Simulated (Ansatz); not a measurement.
# BeBH (triplet): r2SCANh, wB97M-V, HSE06 over a scan of the scale of all distances, cc-pVDZ

How well do these functionals follow the top wave-function level for BeBH (triplet) over a scan of the scale of all distances?

Program: Ansatz 0.2.0, Gaussian basis. Level of theory: cc-pVDZ, all electrons in the functionals. These are calculated values, not measurements.

To be run: r2SCANh, wB97M-V, HSE06, at 0.887; 1.000; 1.119; 1.296; 1.490; 1.776; 2.012; 2.397.

27 further runs of the same task are left out: 9 for a known fault of the program, 10 that didn't finish, 8 set aside as unsound or not needed. Runs told in other sessions of the task aren't counted.

## 1. The geometry

The geometry derives from a PBE0/def2-TZVP stationary point (not a proven minimum). All distances are scaled together.

3 atoms, charge 0, spin multiplicity 3.

Atoms are counted from 1 here; the program's logs count them from 0.

Bond lengths: B1–Be2 1.813 Å, B1–H3 1.189 Å. Angles: Be2–B1–H3 180.0°.

No dispersion term is added; wB97M-V holds VV10 nonlocal correlation. HSE06 is the plane-wave form.

The geometry shown and the zero of energy belong to the point 1.000. The yardstick, FCI, and other wave-function levels (R restricted, U unrestricted, valence and pair active spaces) come from earlier runs.

## 2. r2SCANh, 0.887

Contents of in.yaml:

```yaml
crystal:
  periodic: [false, false, false]
  atoms:
    - {symbol: B, position_ang: [0.000000, 0.000000, 0.184324]}
    - {symbol: Be, position_ang: [0.000000, 0.000000, -1.423641]}
    - {symbol: H, position_ang: [0.000000, 0.000000, 1.239317]}
basis:
  gaussian: {orbitals: cc-pVDZ}
magnetization: {spin_polarized: true, initial_magnetization: 2}
hamiltonian: {xc: {name: r2SCANh}}
```

Started as:

```bash
> ansatz run in.yaml --threads 1 --pin off --events-out ev --progress --plain --max-ram 2393MiB
```

The runs that follow: r2SCANh, 1.000; r2SCANh, 1.119; r2SCANh, 1.296; r2SCANh, 1.490; r2SCANh, 1.776; r2SCANh, 2.012; r2SCANh, 2.397; wB97M-V, 0.887; wB97M-V, 1.000; wB97M-V, 1.119; wB97M-V, 1.296; wB97M-V, 1.490; wB97M-V, 1.776; wB97M-V, 2.012; wB97M-V, 2.397; HSE06, 0.887; HSE06, 1.000; HSE06, 1.119; HSE06, 1.296; HSE06, 1.490; HSE06, 1.776; HSE06, 2.012; HSE06, 2.397.

Q: Predict the results of all the runs planned. Wanted: span of the FCI curve; largest miss, r2SCANh; largest miss, wB97M-V; largest miss, HSE06.

**Answer**, as computed:

| quantity | value |
| --- | --- |
| span of the FCI curve | 4.428 eV |
| largest miss, r2SCANh | +1.043 eV (2.397) |
| largest miss, wB97M-V | +0.512 eV (2.397) |
| largest miss, HSE06 | +0.923 eV (2.397) |

Of the functionals, wB97M-V keep the smallest largest miss at the points compared (at most 0.512 eV) and r2SCANh strays most (1.043 eV, at 2.397). Functionals and the yardstick converge differently with the basis, so part of each miss in cc-pVDZ is the basis.
